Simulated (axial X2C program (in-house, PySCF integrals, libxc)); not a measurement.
NaCl⁻: cheaper levels and CCSD(T), 2c

All values were computed with an in-house all-electron X2C program for linear molecules (integrals from PySCF). Two-component (2c) means X2C with spin–orbit coupling and atomic mean-field two-electron Coulomb and Gaunt terms. Basis: Cl dyall-av3z [9s8p3d2f], Na dyall-av3z [10s9p5d2f] (cores contracted in-house); Gaussian nuclei, density fitting, unrestricted open shells. Masses: Cl 34.969 u, Na 22.990 u.

State: Ω = 1/2 (⟨Sz⟩ = 0.50, ⟨Lz⟩ = 0.00 at HF); fragments Cl- + Na.

```tsv
level	Re (Å)	ωe (cm⁻¹)	De (eV)
PBE0	2.495	270.6	1.31
HF	2.518	269.1	1.31
MP2	2.525	264.7	1.33
CCSD	2.520	267.0	1.34
B97-3	2.504	268.5	1.27
```

Correlated methods: 9 electrons correlated (number of frozen shells: Cl 2 s, 1 p; Na 2 s, 1 p), 235 virtual spin orbitals or spinors in MP2, 87 natural virtuals in coupled cluster.

CCSD(T), same Hamiltonian and basis:

Re = 2.524 Å, ωe = 265.3 cm⁻¹, De = 1.34 eV; T1 = 0.006 (Lee–Taylor normalisation).

(1) Give the differences from CCSD(T) in the columns below.

The state is a single determinant with fixed occupations, the lowest that a limited PBE0 search found. Dissociation energies refer to the lowest single-determinant-based atoms at the same level and basis. Density functionals use the spin component along the axis (collinear). CCSD and (T) use frozen natural virtuals with an MP2 correction for the truncation; (T) itself is uncorrected, so its De runs slightly low. The highest occupied level of some functionals is positive through self-interaction error; at Hartree–Fock it is bound. Hartree–Fock gets electron affinities wrong, so its lowest charge split need not be the true one.

Answers

(1) 

```json
{"level": "PBE0", "ΔRe (Å)": "-0.029", "Δωe (cm⁻¹)": "5.3", "ΔDe (eV)": "-0.03"}
{"level": "HF", "ΔRe (Å)": "-0.006", "Δωe (cm⁻¹)": "3.8", "ΔDe (eV)": "-0.03"}
{"level": "MP2", "ΔRe (Å)": "0.001", "Δωe (cm⁻¹)": "-0.6", "ΔDe (eV)": "-0.01"}
{"level": "CCSD", "ΔRe (Å)": "-0.004", "Δωe (cm⁻¹)": "1.7", "ΔDe (eV)": "0.00"}
{"level": "B97-3", "ΔRe (Å)": "-0.020", "Δωe (cm⁻¹)": "3.2", "ΔDe (eV)": "-0.07"}
```
